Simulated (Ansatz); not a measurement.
# H$_{2}$Br⁺, singlet: the ladder up to full CI

Geometry: a point of a stretch scan, not a stationary point.

```yaml
atoms:
  - { symbol: Br, position_ang: [0.0000, -0.0256, 0.0010] }
  - { symbol: H, position_ang: [0.0000, 1.0520, -1.1256] }
  - { symbol: H, position_ang: [0.0000, 0.9748, 1.0468] }
```

Basis 6-31G (Cartesian d functions); Ansatz 0.2.0. Only valence electrons are correlated (noble-gas cores and the filled d shells of p-block atoms frozen), which leaves 8 electrons in 19 orbitals. Prefix R: restricted or restricted open-shell reference. Active spaces: pair = (2e, 2o) about the gap; valence = (8e, 6o) chosen from the atoms' valence shells. No spin–orbit coupling is included, and no scalar relativity.

Full CI is exact within this basis and frozen core; it isn't the basis-set limit.

- UHF ⟨S²⟩: 0.000
- T1 diagnostic (RCCSD): 0.0098
- largest doubles amplitude (RCCSD): 0.074

```
   level  E − E(RHF) (eV)
    RMP2          -1.5537
   RCCSD          -1.9834
RCCSD(T)          -2.0013
```

Problem. Estimate how far full CI in 6-31G lies from RCCSD(T). The table doesn't fix it; the size of (T) and the diagnostics are the guide.

Solution. Full CI in 6-31G lies 4 meV below RCCSD(T), which is 21 % of the (T) step (-18 meV). The diagnostics are small and one determinant leads, so the series closes fast and only a small part of (T) is left.

The other levels:

| level | E − E(full CI) (meV) | share of correlation (%) | wall time |
| --- | --- | --- | --- |
| CISD | 76 | 96.23 | 0.36 s |
| BCCD(T) | 4 | 99.80 | 0.3 s |
| RCCSDT | 1 | 99.96 | – |
| RCCSDT(Q) | 0 | 100.00 | 0.57 s |
| RCCSDTQ | 0 | 100.00 | 3.2 s |
| CASSCF (pair space) | 1408 | 29.76 | – |
| NEVPT2 (pair space) | 278 | 86.13 | 0.42 s |
| MRCISD (pair space) | 36 | 98.20 | – |
| MRCISD+Q (pair space) | -3 | 100.16 | 0.51 s |
| CASSCF (valence space) | 805 | 59.85 | – |
| NEVPT2 (valence space) | 159 | 92.09 | 0.45 s |
| MRCISD (valence space) | 16 | 99.20 | – |
| MRCISD+Q (valence space) | 6 | 99.68 | 0.69 s |

The correlation energy at full CI, counted from RHF, is -2.005 eV. That run took 12 s on 1 thread of AMD EPYC 9B14, shared host over 7,518,416 determinants.

Times hold each run's SCF and search for its determinant on a shared host, so for small cases they say little of a method's own cost; they ran on 1 thread of AMD EPYC 9B14.

The full-CI state has the irrep A' of Cs, in the program's axes.

Natural occupations of full CI about the gap: 1.993 1.991 1.965 1.954 0.045 0.033 0.007 0.005 0.003 0.002; effectively unpaired electrons, Σ n²(2−n)², 0.03.
